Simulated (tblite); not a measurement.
`C=CCC[O]` [radical] (doublet state). The geometry is computed with GFN2-xTB (gas phase). This method treats the open shell by occupation alone, without spin polarisation.

```
atom  x, y, z in Å
C1    -1.5505    0.0702    0.6656
C2    -0.7858   -0.8592    0.1407
C3     0.6895   -0.6723   -0.0537
C4     0.9842    0.8422   -0.2470
O5     0.5187    1.6118    0.7303
H6    -1.0552    1.0269    0.9156
H7    -2.6023   -0.0144    0.8696
H8    -1.1758   -1.8239   -0.1636
H9     1.2096   -1.0365    0.8359
H10    1.0516   -1.2252   -0.9211
H11    0.6268    1.1556   -1.2503
H12    2.0904    0.9240   -0.2539
```

Q: What is the longest distance between nuclei?

A: H7···H12, 4.92 Å; the next longest distance is 4.27 Å.

Q: Work out the bond lengths C3–C4, C3–H9, C4–O5, C4–H11 in Å.

A: For C3–C4 the difference vector is (0.2947, 1.5145, -0.1933) Å, of length 1.5550 Å. C3–C4 1.555; C3–H9 1.093; C4–O5 1.328; C4–H11 1.110 Å.

Q: Give the dihedral angles H8–C2–C3–H10, H10–C3–C4–H11, H9–C3–C4–O5.

A: H8–C2–C3–H10 32° (synclinal); H10–C3–C4–H11 50° (synclinal); H9–C3–C4–O5 -64° (synclinal). Dihedral signs follow IUPAC: positive where, seen along the central bond, the front bond turns clockwise onto the rear one.

Q: Where is the centre of mass (commonest isotopes), and what is the radius of gyration?

A: Mass 71.050 u; centre at (0.007, 0.244, 0.250) Å; Rg = √(Σ m r²/M) = 1.497 Å. As Ia + Ib + Ic = 2 Σ m r², the three principal moments sum to 318.5 u·Å².

Q: What is the repulsion energy of the bare nuclei, Σ ZA·ZB/RAB?

A: 172.02 Eh over 66 pairs, with full nuclear charges and distances in bohr; the largest single term is 19.12 Eh (C4 with O5).

Q: How far apart are these pairs, which share no bond: C1···C3, C1···H9, C2···O5, O5···H6, H7···H8?

A: C1···C3 2.467 Å (2 bonds apart); C1···H9 2.979 Å (3 bonds apart); C2···O5 2.856 Å (3 bonds apart); O5···H6 1.689 Å (5 bonds apart); H7···H8 2.525 Å (3 bonds apart).

Q: How far are the heavy atoms from their best plane (unweighted least squares)?

A: 0.193 Å rms; C1 0.06, C2 0.03, C3 0.20, C4 0.31, O5 0.20 Å (magnitudes).

Q: Write the matrix of distances between heavy atoms (Å, lower triangle).

A: 
```
C1    0.000
C2    1.313  0.000
C3    2.467  1.500  0.000
C4    2.802  2.486  1.555  0.000
O5    2.581  2.856  2.421  1.328  0.000
```

Its GFN2-xTB frequencies are all real (lowest 196 cm⁻¹).

One conformer stands for the species.
